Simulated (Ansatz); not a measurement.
The same path of AlClH$_{2}$ (4 atoms, charge 0, multiplicity 1) was run twice with different band settings. Lost on the way: Al1–Cl2, Al1–H3. Made: Cl2–H3.

Method: RKS r2SCANh-D4/cc-pVDZ in Ansatz 0.2.0.

Relaxed end points:

```xyz
4
Properties=species:S:1:pos:R:3
Al 0.457 0.000 0.108
Cl 0.822 0.000 2.207
H 1.721 0.000 -0.838
H -1.053 0.000 -0.352
```

```xyz
4
Properties=species:S:1:pos:R:3
Al 0.040 0.000 -0.938
Cl 1.715 0.000 1.968
H 1.762 0.000 0.640
H -1.570 0.000 -0.546
```

Common settings: movable images 9; climbing image yes; optimiser quadratic models (default); start path through a guess of the saddle point; force threshold 0.05 eV/Å; iteration limit 60; end points relaxed.

| run | spring |
| --- | --- |
| 1 | 5.0 eV/Å² |
| 2 | 2.0 to 10.0 eV/Å², energy-weighted |

(1) What does each run give, and how far can it be trusted?

## Answers

(1) Run 1: converged after 7 iterations, highest image 2.950 eV above the first end. A vibrational analysis at the climbing image gives one clearly imaginary mode, 617i cm⁻¹: a first-order saddle point.
Run 2: converged after 10 iterations, highest image 2.950 eV above the first end. Neighbouring images differ by up to 1.2 eV, so the band resolves the path poorly. Another band between the same ends (9 images) ends at a top of the same energy, where a vibrational analysis finds 1 clearly imaginary mode.
The orbitals stay closed-shell, which can raise the energy where a bond breaks towards radicals; this wasn't checked here.
